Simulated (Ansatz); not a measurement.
# BSiHO (triplet): from Hartree-Fock to the top rungs, def2-QZVPP

One table from this session's results is given with a row withheld; the runs are named, their logs left out.

Computed with Ansatz 0.2.0, Gaussian basis. Level: def2-QZVPP, core rule «outside noble gas», up to 7 orbitals frozen.

The runs, in order: UHF; ROHF; CCSD(T) on UHF.

2 further runs of the same task are left out: 2 set aside as unsound or not needed.

### What is computed

The geometry is a PBE0/def2-TZVP stationary point (not a proven minimum) of the parent state, kept for this charge and spin.

4 atoms, charge 0, spin multiplicity 3.

Atoms are counted from 1 here; the program's logs count them from 0.

Bond lengths: O1–B2 1.205 Å, B2–Si3 2.031 Å, Si3–H4 1.522 Å. Angles: O1–B2–Si3 175.7°, B2–Si3–H4 89.5°.

The first run:

in.yaml reads:

```yaml
crystal:
  periodic: [false, false, false]
  atoms:
    - {symbol: O, position_ang: [0.000000, 0.023096, 1.916557]}
    - {symbol: B, position_ang: [0.000000, 0.040635, 0.711413]}
    - {symbol: Si, position_ang: [0.000000, -0.080455, -1.315687]}
    - {symbol: H, position_ang: [0.000000, 1.439380, -1.392054]}
basis:
  gaussian: {orbitals: "def2-QZVPP.json"}
magnetization: {spin_polarized: true, initial_magnetization: 2}
hamiltonian: {xc: hf}
output: {orbitals: {seedname: orbitals}}
```

Run with:

```console
$ ansatz run in.yaml --threads 1 --pin off --events-out ev --progress --plain --max-ram 2393MiB
```

Steps of the session up to this table: UHF; ROHF; CCSD(T) on UHF.

One of the session's tables, all rows but one given; the rest of the session is left out.

It belongs to the step «Misses and costs». 

| method | from UCCSD(T) (kcal/mol) |
| --- | --- |
| ROHF | ? |
| UHF | +289.57 |
| UMP2 | +21.42 |
| UCCSD | +13.76 |
| UCCSD(T) | 0 |

**Question.** Estimate the row for ROHF.

As computed: from UCCSD(T) (kcal/mol): +291.08. In the column «from UCCSD(T) (kcal/mol)» it is the highest.
